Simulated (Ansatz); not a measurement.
# Two structures, one formula

Two isomers of CHNaS, closed shell, relaxed at PBE0-D4/def2-TZVP (vibrations not checked).

A:

Na1  (1.522, -0.485, 1.833)
C2  (-0.061, 0.271, -0.064)
S3  (-0.855, 1.155, -1.009)
H4  (2.743, -0.264, 3.301)
(Å)

B:

```
4
angstrom
Na 1.2261 -0.1339 1.5003
C -0.1956 -0.3889 -0.2495
S -0.1815 1.2702 -0.1914
H -0.8490 -0.7474 -1.0595
```

Computed with Ansatz 0.2.0 (basis: def2-TZVPP); correlated methods freeze the cores. The outer core shell of Li, Na, Mg and K is correlated. The def2 sets are not built for correlating such inner shells, so the correlated values are less sure here. B3LYP uses VWN-RPA correlation.

Which structure is lower at CCSD(T), and by how much? (To be estimated.)

The calculation gives: B, by 173.9 kJ/mol (electronic energy, against the other). By their contacts, A is CHNaS ([NaH][C][S]) and B is CHNaS ([CH]1[Na][S]1).

All methods give the same order:

```csv
method,E(B) − E(A) (kJ/mol)
PBE-D4,-175.1
r2SCAN-D4,-189.0
PBE0-D4,-200.4
B3LYP-D4,-175.5
wB97M-V,-179.7
HF,-176.2
MP2,-179.2
CCSD,-178.7
CCSD(T),-173.9
```

T1 diagnostic: at most 0.020. The restricted Hartree–Fock reference is unstable towards an unrestricted one at one or more of these structures.

Labels in which every atom is bracketed show which atoms are joined, not bond orders.
